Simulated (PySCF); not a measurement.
Two structures of SiH4ClF, closed shell, reached by relaxing down either side of one saddle point (PBE0-D4/def2-TZVP). Energies are electronic, without zero-point energy. Computed with PySCF 2.14 with density fitting (its default auxiliary sets; JK sets also for MP2 and CCSD(T)) (basis: def2-TZVPP and def2-QZVPP); correlated methods freeze the cores. Extrapolation: Hartree–Fock as exp(−7.88 √X), correlation as X^−2.97. First:

| atom | x (Å) | y (Å) | z (Å) |
| --- | --- | --- | --- |
| Si1 | -0.9639 | -0.3861 | 0.0003 |
| F2 | -0.1225 | 0.4095 | 1.0901 |
| H3 | -0.4173 | -0.0667 | -1.3317 |
| H4 | -0.9094 | -1.8215 | 0.3351 |
| Cl5 | -2.8998 | 0.2372 | 0.0847 |
| H6 | 2.3387 | 0.9690 | -0.1453 |
| H7 | 2.7248 | 0.9537 | -0.7840 |

Second:

```
7
angstrom
Si -0.2165 -0.5748 -0.7608
F 0.8217 0.9651 2.2139
H -0.7356 -0.9481 -2.0950
H -0.8053 -1.4182 0.3002
Cl -0.8117 1.3839 -0.4140
H 0.2949 1.3325 1.5433
H 1.2602 -0.6090 -0.7299
```

Problem. Which bonds change from the first to the second?

Solution. SiH₂ClF ([F][SiH2][Cl]) + H₂ → SiH₃Cl ([SiH3][Cl]) + HF; bonds formed: Si1–H7, F2–H6; bonds broken: Si1–F2, H6–H7.

Problem. Give the saddle point's structure and its height above each. (To be estimated.)

Solution. By the calculation: 63.37 kcal/mol above the first and 37.86 kcal/mol above the second (CCSD(T) at an estimated basis limit (MP2 extrapolated from triple and quadruple zeta, plus CCSD(T) − MP2 in triple zeta)).
| atom | x (Å) | y (Å) | z (Å) |
| --- | --- | --- | --- |
| Si1 | -0.2630 | -0.2565 | -0.2324 |
| F2 | 0.3962 | 0.3590 | 1.4744 |
| H3 | -0.2628 | -0.3214 | -1.7186 |
| H4 | -0.1364 | -1.6423 | 0.2501 |
| Cl5 | -2.0417 | 0.7032 | 0.0884 |
| H6 | 1.0984 | 0.6116 | 0.5624 |
| H7 | 1.2092 | 0.5465 | -0.4243 |

T1 diagnostic: at most 0.012.

Labels in which every atom is bracketed show which atoms are joined, not bond orders.

For scale, one of the runs: CCSD(T)/def2-TZVPP, 171 basis functions, launched by `OMP_NUM_THREADS=4 python run.py`. Time: 3.1 min of wall clock on 4 CPU threads of an Arm Neoverse V1; the host was shared. Peak host memory: 1.5 GiB.
